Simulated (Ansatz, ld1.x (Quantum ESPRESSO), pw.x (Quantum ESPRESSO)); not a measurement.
## From atom to crystal: RRKJ potential for cadmium (Cd)

ld1.x (Quantum ESPRESSO) 7.5 input, shortened:

```
&input
   title='Cd', zed=48., rel=1, dft='PW', iswitch=3,
   config='[Kr] 4d10 4f-2 5s2 5p0'
 /
 &inputp
   pseudotype=2, tm=.false., lloc=0,
   nlcc=.true., rcore=1.40
 /
4
5P  2  1   0.00   0.00  2.70  2.70  0.0
4D  3  2  10.00   0.00  1.45  1.45  0.0
4F  4  3  -2.00   0.35  2.70  2.70  0.0
5S  1  0   2.00   0.00  2.10  2.10  0.0
 &test
   configts(1)='4d10 5s2 5p0'
 /
```

Crystal test: fcc Cd in pw.x 7.5, no spin, 13³ k-points, Fermi–Dirac smearing 0.01 Ry, cutoffs 100/400 Ry. The reference is all-electron LAPW (Ansatz 0.2.0) with the same functional, mesh and smearing; V0 and B0 come from Birch–Murnaghan fits to the pressures at five volumes. Errors are pseudo minus all-electron; Δ is the rms difference of the E(V) curves that follow from these fits, minima aligned, over ±6 % about the mean V0. Mesh and smearing are coarse, so the numbers serve the comparison and aren't converged zero-temperature values; the lattice is a test structure that the element need not adopt.

All-electron: a0 = 4.306 Å (V0 = 19.96 Å³/atom), B0 = 68.9 GPa.

**Question.** How far does the potential miss the all-electron equation of state?

**Answer.** mean pressure error (GPa): +1.45; a0 (Å): 4.335; a0 error (%): +0.69; B0 error (%): -4.0; Δ (meV/atom): 6.2. This is a poor potential for the solid.

```json
{"V (Å³/atom)": "19.006", "P all-electron (GPa)": "3.88", "P pseudo (GPa)": "5.62"}
{"V (Å³/atom)": "19.506", "P all-electron (GPa)": "1.68", "P pseudo (GPa)": "3.26"}
{"V (Å³/atom)": "20.006", "P all-electron (GPa)": "-0.17", "P pseudo (GPa)": "1.27"}
{"V (Å³/atom)": "20.506", "P all-electron (GPa)": "-1.73", "P pseudo (GPa)": "-0.42"}
{"V (Å³/atom)": "21.006", "P all-electron (GPa)": "-3.04", "P pseudo (GPa)": "-1.85"}
```

**Question.** At the middle volume, how do free energy and pressure move when the wave cutoff is lowered (ecutrho kept at four times it)?

**Answer.**

```json
{"cutoff (Ry)": "45", "shift of F (meV/atom)": "+7362.5", "shift of P (GPa)": "-280.98"}
{"cutoff (Ry)": "60", "shift of F (meV/atom)": "+468.1", "shift of P (GPa)": "-32.43"}
{"cutoff (Ry)": "80", "shift of F (meV/atom)": "+1.9", "shift of P (GPa)": "-0.06"}
```

The run at the middle volume (84 k-points, 7 iterations) took about 28 s on one core of a shared host (Neoverse-V2, 96 threads, 742 GiB, load 26).
